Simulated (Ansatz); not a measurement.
We consider diamond-structure Si, described by PBE (Ansatz, a quantum-chemistry and plane-wave program, PAW).

Numerical settings: plane-wave cutoff 520 eV, 12×12×12 k mesh, scalar-relativistic PAW data made under PBE.

The cell has the measured lattice: a = 5.4300 Å, b = 5.4300 Å, c = 5.4300 Å, α = 90.00°, β = 90.00°, γ = 90.00°.

Estimate the Poisson ratio, Young modulus, Voigt–Reuss–Hill shear modulus (Hill average), elastic constant C44, elastic constant C12 and elastic constant C11 that the calculation returns.


- Poisson ratio: 0.234
- Young modulus: 156 GPa
- Voigt–Reuss–Hill shear modulus (Hill average): 63.1 GPa
- elastic constant C44: 75.7 GPa
- elastic constant C12: 65.4 GPa
- elastic constant C11: 162 GPa

Measured, for comparison: elastic constant C44 80.2 GPa, elastic constant C12 64.9 GPa, elastic constant C11 168 GPa (low temperature, zero-point motion not removed; as tabulated in Tanner et al. (2021), arXiv:2110.11888). Computed (rounded) less measured: elastic constant C44 -6 %, elastic constant C12 +0.8 %, elastic constant C11 -4 %.

Note: the cell isn't this level's own, so it is under some stress, which shifts stiffness and frequencies.

Elastic constants are with the ions relaxed.

Static lattice: no zero-point or thermal effects.

Computing time: very roughly 70 core-seconds.
